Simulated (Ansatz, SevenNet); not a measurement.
For fluorite CdF₂, the machine-learned potential SevenNet-l3i5 (trained on PBE and PBE+U data) gives:

| Quantity | Value |
|---|---|
| lattice constant a | 5.489 Å |
| bulk modulus | 91.7 GPa |

Task: What does HSE06 in Ansatz (plane waves, PAW) give for the same quantities?

Result: 
- lattice constant a: 5.418 Å (shrinks by 1.3 %)
- bulk modulus: 104 GPa (grows by 13 %)

For comparison: lattice constant a 5.388 Å (measured, temperature not stated, copied from a table, unchecked, no zero-point or thermal correction; as tabulated in Crystal Structures 1, 239 (1963)).

Changes are worked out from the printed values.

Unless a cell is named, each level is at its own relaxed cell (SevenNet-l3i5 13.78, HSE06 13.25 Å³/atom).

Ansatz's density-functional and Hartree–Fock values are scalar-relativistic unless marked +SOC, with PAW data made under PBE.

Ansatz is a quantum-chemistry and plane-wave program.
